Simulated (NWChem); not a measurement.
# methanethiol (CH$_{4}$S)

```xyz
6

C      1.0468     0.4733     0.0000
S     -0.5720    -0.3413     0.0000
H      1.1988     1.0855     0.8999
H      1.7951    -0.3313     0.0000
H      1.1988     1.0855    -0.8999
H     -1.3215     0.7816     0.0000
```
Charge 0, spin multiplicity 1.

Program: NWChem. Structure: optimised with PBE0/def2-SVP, a minimum by its harmonic frequencies.

Symmetry labels belong to the abelian group Cs used in the runs, with the axes of the coordinates shown.

B3LYP has NWChem's definition, with VWN1-RPA local correlation.

### Question
List the lowest 4 singlet excitations that TD-B3LYP/aug-cc-pVDZ, VWN1-RPA local correlation gives, with oscillator strengths.

### Answer
```
state  symmetry  energy (eV)  wavelength (nm)      f
-----  --------  -----------  ---------------  -----
1            a"         5.03              247  0.007
2            a"         5.67              219  0.025
3            a"         6.31              197  0.008
4            a'         6.47              192  0.024
```
